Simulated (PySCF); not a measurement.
# A gas-phase reaction: H6N2Si + ClH → ClH4NSi + H3N

Aim: the reaction energy of `N[SiH2]N` + `Cl` → `N[SiH2]Cl` + `N`.

Computed with PySCF 2.14.0; each step states its level. No surroundings beyond the atoms listed, unless a continuum is named. Atoms count from 0, parts from 1.

## Step 1: Starting point

Each species was relaxed by itself at PBE0-D3(BJ)/def2-SVPD.

## Step 2: Energies of the species: wB97M-D3(BJ)/def2-TZVPD

The job: settings as JSON, then the geometry in Å.

```
{"job": {"kind": "react", "xc": "wB97M-D3(BJ)", "basis": "def2-TZVPD"}, "charge": 0, "multiplicity": 1}
-1 H6N2Si charge 0 multiplicity 1
N      0.679330    -0.587000     1.165160
Si     0.378340     0.323850    -0.272430
N     -1.267880     0.082620    -0.740360
H      0.515030    -1.582820     1.216820
H      1.350960    -0.273260     1.851120
H      1.148160    -0.065820    -1.497180
H      0.779520     1.716270     0.107960
H     -1.542690     0.107300    -1.711970
H     -2.039930     0.279330    -0.118620

-1 ClH charge 0 multiplicity 1
Cl     0.644680     0.006650    -0.007200
H     -0.643440    -0.005480     0.002850

+1 ClH4NSi charge 0 multiplicity 1
N     -0.707640     0.652250     0.438500
Si     0.435270    -0.355850    -0.349880
Cl     0.844740    -2.160620     0.641220
H     -0.462500     1.171950     1.270840
H     -1.694890     0.433200     0.413940
H      1.733560     0.358440    -0.421560
H     -0.112490    -0.745080    -1.672590

+1 H3N charge 0 multiplicity 1
N      0.000670     0.002880     0.284440
H     -0.567940    -0.750900    -0.090260
H     -0.361760     0.870260    -0.100520
H      0.939110    -0.118810    -0.084930
```

Level: wB97M-D3(BJ)/def2-TZVPD reaction energy of separated species, gas phase.

Started as:

```console
OMP_NUM_THREADS=1 python cluster_run.py task.json out
```

The driver reads the jobs from task.json and runs them one after another.

**Question.** The jobs that follow are: PBE0-D3(BJ)/def2-TZVPD reaction energy of separated species, gas phase; MP2/def2-TZVPD reaction energy of separated species, gas phase. Predict: reaction energy (wB97M-D3(BJ)/def2-TZVPD); ΔH, ΔG at 298 K (xTB thermal terms). Thermal terms come from harmonic xTB runs on each species.

**Answer**, as computed:

| quantity | value |
| --- | --- |
| reaction energy (wB97M-D3(BJ)/def2-TZVPD) | -12.12 kcal/mol |
| ΔH, ΔG at 298 K (xTB thermal terms) | -9.8, -10.9 kcal/mol |
| range of the reaction energy over the runs of this table | -13.14 to -12.12 kcal/mol |

What this shows: The reaction is exothermic by 9.8 kcal/mol in the gas phase; dispersion gives +0.21, and xTB itself gave -11.22 for the electronic energy (xTB energies and thermal terms come from the earlier relaxation of each species, not shown). No barrier was sought. The reaction energy runs from -13.14 (PBE0-D3(BJ)/def2-TZVPD) to -12.12 kcal/mol (wB97M-D3(BJ)/def2-TZVPD).
